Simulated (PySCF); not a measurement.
# One shape, several levels: CF2 (SMILES F[C]F)

We compute a comparison of 6 runs (B3LYP/STO-6G, PBE/STO-6G, SVWN5/STO-6G, r2SCAN/STO-6G, UCCSD(T)/STO-6G, FCI/STO-6G) of CF2. Input form: a Python script.

Program for the calculation: PySCF 2.14.0.

8 further runs of the same task are left out: 8 set aside as unsound or not needed.

## (1) Starting point

CF2: 3 atoms, total charge 0, spin state singlet. SMILES: `F[C]F`. One bond was lengthened or shortened from a relaxed shape.

Bond lengths: F1–C2 1.320 Å, C2–F3 1.584 Å. Angles: F1–C2–F3 118.3°.

## (2) The energy at B3LYP/STO-6G (run 1)

Contents of job.py:

```python
from pyscf import gto, dft

molecule = gto.Mole()
molecule.atom = '''
F      1.147137     2.136298     0.867774
C      1.014630    -0.329757     0.521878
F     -1.367708    -1.437363    -0.911793
'''
molecule.verbose = 3
molecule.spin = 0
molecule.basis = 'sto-6g'
molecule.max_memory = 1860
molecule.unit = 'bohr'
molecule.build()

calc0 = dft.RKS(molecule)
calc0.xc = 'b3lyp'
calc0.conv_tol = 1e-10
calc0.grids.level = 5
calc0.kernel()
if not calc0.converged:
    calc0 = calc0.newton().run(calc0.mo_coeff, calc0.mo_occ)

e_final = calc0.e_tot
print('E(%s) = %.9f' % ('B3LYP', e_final))
```

Run with:

```sh
$ OMP_NUM_THREADS=1 python job.py
```

The log of the run:

```text
converged SCF energy = -236.520553241961
E(B3LYP) = -236.520553242
```

Wall time 2 s (1 thread of Arm Neoverse V2, shared host); peak memory 0.18 GiB.

## (3) A single-point energy at PBE/STO-6G (run 2)

Contents of calc.py:

```python
from pyscf import gto, dft

molecule = gto.Mole()
molecule.atom = 'F 0.607039 1.130480 0.459206; C 0.536919 -0.174500 0.276166; F -0.723760 -0.760620 -0.482500'
molecule.max_memory = 1860
molecule.charge = 0
molecule.basis = 'sto-6g'
molecule.verbose = 4
molecule.build()

ks = dft.RKS(molecule, xc='pbe')
ks.grids.level = 5
ks.conv_tol = 1e-10
ks.kernel()
if not ks.converged:
    ks = ks.newton().run(ks.mo_coeff, ks.mo_occ)

etot = ks.e_tot
print('E = %.10f Eh' % etot)
```

Run with:

```sh
$ OMP_NUM_THREADS=1 python calc.py
```

The log of the run:

```text
PySCF version 2.14.0

[... 76 lines left out ...]
converged SCF energy = -236.311499281347
E = -236.3114992813 Eh
```

Run time: 2 s. Hardware: 1 thread of Arm Neoverse V2, shared host; peak memory 0.18 GiB.

Runs 3 to 5 aren't shown in full; the table further down has their settings and results.

## (4) A single-point energy at FCI/STO-6G (run 6)

Contents of geometry.xyz:

```xyz
3
CF2
F      0.607039     1.130480     0.459206
C      0.536919    -0.174500     0.276166
F     -0.723760    -0.760620    -0.482500
```

Contents of job.py:

```python
from pyscf import gto, mcscf
from pyscf import fci

system = gto.M(
    atom='geometry.xyz',
    max_memory=1860,
    verbose=4,
    basis='sto-6g',
    spin=0,
)

calc0 = system.RHF()
calc0.conv_tol = 1e-10
calc0.kernel()
if not calc0.converged:
    calc0 = calc0.newton().run(calc0.mo_coeff, calc0.mo_occ)

cas = mcscf.CASCI(calc0, calc0.mo_coeff.shape[-1] - 3, (system.nelec[0] - 3, system.nelec[1] - 3))  # full CI above the frozen core
cas.fcisolver = fci.direct_spin0.FCI(system)  # even spin states alone
cas.kernel()
print('<S^2> = %.4f' % cas.fcisolver.spin_square(cas.ci, cas.ncas, cas.nelecas)[0])
energy = cas.e_tot
print(f'total energy: {energy:.8f} hartree')
```

Run with:

```sh
$ OMP_NUM_THREADS=1 python job.py
```

The log of the run:

```text
PySCF version 2.14.0

[... 59 lines left out ...]
converged SCF energy = -235.551017143882
[... 1 line left out ...]
******** <class 'pyscf.mcscf.casci.CASCI'> ********
CAS (9e+9e, 12o), ncore = 3, nvir = 0
natorb = False
canonicalization = True
sorting_mo_energy = False
******** <class 'pyscf.fci.direct_spin0.FCISolver'> ********
max. cycles = 100
conv_tol = 1e-10
davidson only = False
linear dependence = 1e-14
level shift = 0.001
max iter space = 12
nroots = 1
pspace_size = 400
spin = None
Density matrix diagonal elements [1.99621126 1.99728255 1.97651323 1.98566086 1.96181016 1.96327283
 1.98065664 1.94934255 1.90370841 0.12782991 0.11275368 0.04495793]
CASCI converged
CASCI E = -235.697533023038  E(CI) = -83.4475893709862  S^2 = 0.0000000
<S^2> = 0.0000
total energy: -235.69753302 hartree
```

Wall time 1.4 s (1 thread of Arm Neoverse V2, shared host); peak memory 0.13 GiB.

## (5) Overview of the runs

```
run            level  integration grid  frozen core orbitals  energy (Eh)  dipole moment (D) of the reference  HOMO energy (eV)  LUMO energy (eV)  wall time
  1     B3LYP/STO-6G                 5                     –  -236.520553                                1.31             -4.01              0.54        2 s
  2       PBE/STO-6G                 5                     –  -236.311499                                1.37             -2.36             -0.07        2 s
  3     SVWN5/STO-6G                 5                     –  -234.871077                                1.40             -2.25             -0.11      1.6 s
  4    r2SCAN/STO-6G                 5                     –  -236.481800                                1.32             -2.95             -0.19      2.6 s
  5  UCCSD(T)/STO-6G                 –                     3  -235.693001                                0.76             -9.42              6.20     0.88 s
  6       FCI/STO-6G                 –                     3  -235.697533                                1.06             -8.84              5.49      1.4 s
```

## (6) Summary of results

| quantity | value |
| --- | --- |
| run 6: total energy | -235.69753 Eh |
| run 6: dipole moment (Hartree–Fock density) | 1.06 D |
| run 6: HOMO energy (Hartree–Fock orbitals) | -8.84 eV |
| run 6: LUMO energy (Hartree–Fock orbitals) | 5.49 eV |
| run 6: HOMO–LUMO gap (Hartree–Fock orbitals) | 14.33 eV |
| run 6: correlation energy (3 core orbitals frozen) | -146.5 mEh |

What this shows: Against full CI in this basis: UCCSD(T) +4.5 mEh. Over runs 1, 2, 3, 4 the dipole moment (its size) runs from 1.31 D (B3LYP/STO-6G) to 1.40 D (SVWN5/STO-6G). Over runs 1, 2, 3, 4 the HOMO–LUMO gap runs from 2.14 eV (SVWN5/STO-6G) to 4.55 eV (B3LYP/STO-6G). Totals of different functionals can't be ranked against each other. In runs 1, 2, 3, 4, 5, 6 the basis is minimal, so the values are rough. Spin contamination of the reference: run 5 ⟨S²⟩ = 0.48. All runs together took 10 s, the longest 2.6 s.
